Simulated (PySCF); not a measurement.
# Working out the ionisation energy of Al

Al [Ne] 3s2 3p1 (2P) → Al⁺ [Ne] 3s2 (1S). All numbers are calculated (PySCF 2.14, scalar relativity by spin-free X2C-1e, in aug-cc-pCVTZ-DK with one added diffuse shell each of s, p, d, f type (9s8p6d4f, 91 functions)). Frozen: [Ne]. Energies in hartree (1 hartree = 27.21139 eV):

```csv
part,Al (lower),Al⁺ (upper)
UHF,-242.314587,-242.109199
CCSD correlation,-0.051309,-0.039645
(T),-0.001190,0.000000
```

Task: What does Hartree-Fock give?

Result: (-242.109199) − (-242.314587) = 0.205388 hartree = 5.589 eV.

Task: What do CCSD and CCSD(T) give?

Result: The CCSD correlation energies differ by 0.011664 hartree = 0.317 eV and the triples by 0.001190 hartree = 0.032 eV, so CCSD gives 5.906 eV and CCSD(T) 5.938 eV.

Measured between the centres of the two terms (NIST): 5.977 eV, so CCSD(T) (valence) is off by -0.039 eV.

What remains against the reference includes basis incompleteness, the frozen core and higher excitations.
